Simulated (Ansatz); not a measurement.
# SiCF (doublet): the correlation ladder, def2-TZVPP

An exercise on one series of results from a longer session: the logs are not shown, and one member is left open.

Program: Ansatz 0.2.0, Gaussian basis. Level of theory: def2-TZVPP, core rule «outside noble gas», up to 7 orbitals frozen. These are calculated values, not measurements.

The runs, in order: UHF; ROHF; CCSD(T) on UHF.

2 further runs of the same task are left out: 2 set aside as unsound or not needed.

**The geometry**

The geometry is a PBE0/def2-TZVP stationary point (not a proven minimum).

3 atoms, charge 0, spin multiplicity 2.

Atoms are counted from 1 here; the program's logs count them from 0.

Bond lengths: F1–C2 1.276 Å, C2–Si3 1.687 Å. Angles: F1–C2–Si3 180.0°.

The first run:

Contents of in.yaml:

```yaml
crystal:
  periodic: [false, false, false]
  atoms:
    - {symbol: F, position_ang: [0.000000, 0.000000, -1.413044]}
    - {symbol: C, position_ang: [0.000000, 0.000000, -0.136834]}
    - {symbol: Si, position_ang: [0.000000, 0.000000, 1.549877]}
basis:
  gaussian: {orbitals: def2-TZVPP}
magnetization: {spin_polarized: true, initial_magnetization: 1}
hamiltonian: {xc: hf}
output: {orbitals: {seedname: orbitals}}
```

The run is started by

```
ansatz run in.yaml --threads 1 --pin off --events-out ev --progress --plain --max-ram 4096MiB --backend cpu
```

Among the steps run: UHF; ROHF; CCSD(T) on UHF.

One of the session's tables, all rows but one given; the rest of the session is left out.

It belongs to the step «Misses and costs». 

| method | from UCCSD(T) (meV) |
| --- | --- |
| ROHF | +14048.9 |
| UHF | +13823.5 |
| UMP2 | +1578.2 |
| UCCSD | ? |
| UCCSD(T) | 0 |

**Question.** Estimate the row for UCCSD.

**Answer.** from UCCSD(T) (meV): +611.5. In the column «from UCCSD(T) (meV)» it lies between UCCSD(T) (0) and UMP2 (+1578.2).

With the free atoms at the same levels and basis (separate runs), the atomisation energy is 9.178 eV at UCCSD(T), 5.810 eV at ROHF.
